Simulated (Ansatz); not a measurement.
## Li$_{2}$VO$_{2}$: computed properties

These are results of Ansatz 0.2.0, DFT r2SCAN, scalar-relativistic, plane waves, PAW, not measurements.

Cutoff 500 eV; k points 9×9×6 on the computed 5-atom cell (Γ-centred); Gaussian smearing, width 0.02 eV; collinear spin from starting moments 0 0 2.51 0 0 μB.

The structure is relaxed at this level of theory with its symmetry kept. Whether it is the stable form of this composition wasn't checked.

```yaml
crystal:
  lattice:
    - [3.16367, 0.00000, 0.00000]
    - [-1.58184, 2.73982, 0.00000]
    - [0.00000, 0.00000, 5.08933]
  atoms:
    - { symbol: Li, position: [0.33333, 0.66667, 0.13422] }
    - { symbol: Li, position: [0.66667, 0.33333, 0.86578] }
    - { symbol: V, position: [0.00000, 0.00000, 0.50000] }
    - { symbol: O, position: [0.33333, 0.66667, 0.73907] }
    - { symbol: O, position: [0.66667, 0.33333, 0.26093] }
```

| Item | Value |
| --- | --- |
| Space group | P-3m1 (No. 164) |
| Volume per atom | 8.82 Å³ |
| Formation energy from the elements' standard states (uncorrected) | -2.027 eV/atom |
| Generalised Kohn–Sham band gap | 1.31 eV, direct at (0.000, -0.500, -0.005) |
| Löwdin character of the top 1 eV of the valence band | V 3d 90 %, O 2p 9 % |
| Löwdin character of the lowest 1 eV of the conduction band | V 3d 74 %, Li 2s 7 %, unprojected 9 % |
| Electron masses at the edge by Cartesian direction of the standard setting (m_e; degenerate bands sorted by energy; no spin-orbit coupling) | x: 0.55; y: 1.3; z: 3.1 |
| Hole masses at the edge by Cartesian direction of the standard setting (m_e; degenerate bands sorted by energy; no spin-orbit coupling) | x: 2.5; y: 2.8; z: over 30 |
| Bulk modulus | 126 GPa |
| Its pressure derivative | 4.7 |
| Bader charges (e) | Li (2 in the cell) 0.87, V (1 in the cell) 1.40, O (2 in the cell) -1.57 |
| Total moment | 3.00 μB per cell |
| Site moments (μB; atoms counted from 1 over the whole cell) | V (atom 3) 2.28, O (atom 4) 0.05, O (atom 5) 0.05 |

The state reached may not be the lowest one.

Only this magnetic start was tried.